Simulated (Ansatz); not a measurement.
Elements on the sites of an ideal bcc lattice, at a guessed lattice constant:

```yaml
crystal:
  lattice:
    - [6.74746, 0.00000, 0.00000]
    - [0.00000, 6.74746, 0.00000]
    - [0.00000, 0.00000, 6.74746]
  atoms:
    - { symbol: Zn, position: [0.50000, 0.00000, 0.00000] }
    - { symbol: Zn, position: [0.00000, 0.00000, 0.50000] }
    - { symbol: Zn, position: [0.50000, 0.50000, 0.00000] }
    - { symbol: Zn, position: [0.50000, 0.00000, 0.50000] }
    - { symbol: Zn, position: [0.75000, 0.25000, 0.25000] }
    - { symbol: Zn, position: [0.00000, 0.50000, 0.50000] }
    - { symbol: Zn, position: [0.25000, 0.75000, 0.25000] }
    - { symbol: Zn, position: [0.75000, 0.75000, 0.25000] }
    - { symbol: Zn, position: [0.75000, 0.25000, 0.75000] }
    - { symbol: Zn, position: [0.25000, 0.75000, 0.75000] }
    - { symbol: Zn, position: [0.75000, 0.75000, 0.75000] }
    - { symbol: Sn, position: [0.00000, 0.00000, 0.00000] }
    - { symbol: Sn, position: [0.00000, 0.50000, 0.00000] }
    - { symbol: Sn, position: [0.25000, 0.25000, 0.25000] }
    - { symbol: Sn, position: [0.25000, 0.25000, 0.75000] }
    - { symbol: Sn, position: [0.50000, 0.50000, 0.50000] }
```

Cell and atoms were relaxed without symmetry on coarser meshes and computed once more. Computed with Ansatz 0.2.0, DFT PBE, scalar-relativistic, plane waves, PAW.

Plane waves to 420 eV, a k mesh through Γ of 5×5×5 on the computed 16-atom cell and Gaussian smearing (0.02 eV); no spin polarisation.

The relaxation ran on 2×2×2 (shifted) k points with a smearing of 0.1 eV, from sites shaken by 0.02 Å.

Q: What does the relaxation give?

A: A volume of 20.09 Å³/atom and no gap on the mesh. It lies 0.11 eV/atom above the elements' standard states (static lattices, no corrections for gases). The atoms leave their sites by 1.09 Å (root mean square) and 1.38 Å at most, and the cell stretches by up to 8.6 % at fixed volume, so the lattice hasn't survived.

```yaml
crystal:
  lattice:
    - [6.56362, -0.00595, -0.03901]
    - [-0.00595, 6.58283, 0.02708]
    - [-0.03901, 0.02708, 7.43981]
  atoms:
    - { symbol: Zn, position: [0.43545, 0.92361, 0.05269] }
    - { symbol: Zn, position: [0.03769, 0.89565, 0.64640] }
    - { symbol: Zn, position: [0.49820, 0.35324, 0.09038] }
    - { symbol: Zn, position: [0.61291, 0.06672, 0.35584] }
    - { symbol: Zn, position: [0.82719, 0.39699, 0.29250] }
    - { symbol: Zn, position: [0.08604, 0.51415, 0.54267] }
    - { symbol: Zn, position: [0.18819, 0.60979, 0.15275] }
    - { symbol: Zn, position: [0.89121, 0.79135, 0.32281] }
    - { symbol: Zn, position: [0.76375, 0.27457, 0.63210] }
    - { symbol: Zn, position: [0.32766, 0.64366, 0.82044] }
    - { symbol: Zn, position: [0.61378, 0.90437, 0.71190] }
    - { symbol: Sn, position: [0.90241, 0.08459, 0.98270] }
    - { symbol: Sn, position: [0.84357, 0.58304, 0.90347] }
    - { symbol: Sn, position: [0.17402, 0.13100, 0.32877] }
    - { symbol: Sn, position: [0.31286, 0.21396, 0.76113] }
    - { symbol: Sn, position: [0.49185, 0.63061, 0.42408] }
```

The final mesh leaves forces up to 0.25 eV/Å and stresses up to 0.8 GPa: the relaxation ran on a coarser mesh, so the cell's shape, its bonds and its energy belong partly to that mesh.

The smearing is narrow for a metal on this mesh.

Cost: 2 runs of about 14 core-minutes in all (earlier runs that led there not counted), on Intel Xeon Platinum 8375C (Ice Lake) (shared hosts).